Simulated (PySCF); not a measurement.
# Indirect couplings

Geometry (Å), atoms numbered from 1 in this order:
```xyz
4

N    -0.697    0.283   -0.154
C     0.460    0.038   -0.408
O     1.573   -0.078   -0.732
H    -1.336   -0.244    0.422
```

Couplings: B3LYP/pcJ-1 in PySCF 2.14.0 with density-fitted response routines, geometry PBE0-D3(BJ)/def2-SVP; gas phase, one conformer, non-relativistic. Couplings are averaged over pairs made equivalent by symmetry, fast rotation or ring inversion, so a value needn't be that of the named pair in this geometry, while other rotamers aren't included; one pair stands for each set, and the list holds those of at least 0.8 Hz over up to four bonds.

Isotopes: 15N, 1H, 13C, 17O. Couplings to quadrupolar nuclei such as 17O and 33S are rarely resolved in practice.

| pair | bonds | J (Hz) |
| --- | --- | --- |
| N1, C2 | 1 | ? |
| N1, H4 | 1 | ? |
| C2, O3 | 1 | 15.2 |
| N1, O3 | 2 | 3.1 |
| C2, H4 | 2 | 21.2 |
| O3, H4 | 3 | -3.6 |

Estimate the withheld couplings, with signs.

## Answers


- 1J(N1,C2) = -41.5 Hz (bond length 1.210 Å)
- 1J(N1,H4) = -106.4 Hz (bond length 1.008 Å)
